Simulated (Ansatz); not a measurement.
hcp Y: LDA at its full settings (plane-wave cutoff 520 eV, 18×18×10 k mesh (along the axes of the cell as run), Fermi–Dirac smearing 0.05 eV, scalar-relativistic PAW data made under PBE) and at cheaper ones, in a cell of 2 atoms with Γ-centred meshes.

```csv
level and setting,lattice constant a (Å),lattice parameter c (Å),bulk modulus (GPa)
LDA (Ansatz),3.541,5.514,44.2
LDA (250 eV cutoff) (Ansatz),3.542,5.518,44.3
LDA (Γ point alone) (Ansatz),3.504,7.755,49.1
LDA (2×2×2 k mesh) (Ansatz),2.943,5.736,85.3
LDA (4×4×4 k mesh) (Ansatz),3.519,5.622,44.0
```

Largest shifts from the full settings: lattice constant a -16.9 % (LDA (2×2×2 k mesh)), against a difference of -2.93 % of the full result from the reference 3.648 Å (measured, 293 K, no zero-point or thermal correction; as tabulated in Wikipedia's data pages); lattice parameter c +41 % (LDA (Γ point alone)), against a difference of -3.80 % of the full result from the reference 5.732 Å (measured, 293 K, no zero-point or thermal correction; as tabulated in Wikipedia's data pages); bulk modulus +93 % (LDA (2×2×2 k mesh)), against a difference of +6.0 % of the full result from the reference 41.7 GPa (measured, zero-point energy and finite temperature contributions removed, our sources range from 37.3 to 41.7; as tabulated in doi:10.1021/acs.jctc.3c00612).

The full settings aren't shown to be converged themselves.

Ansatz's density-functional and Hartree–Fock values are scalar-relativistic unless marked +SOC, with PAW data made under PBE.

Run with cheap settings on purpose, which may leave them unconverged: LDA (250 eV cutoff), LDA (2×2×2 k mesh), LDA (4×4×4 k mesh), LDA (Γ point alone).

Ansatz is a first-principles code.
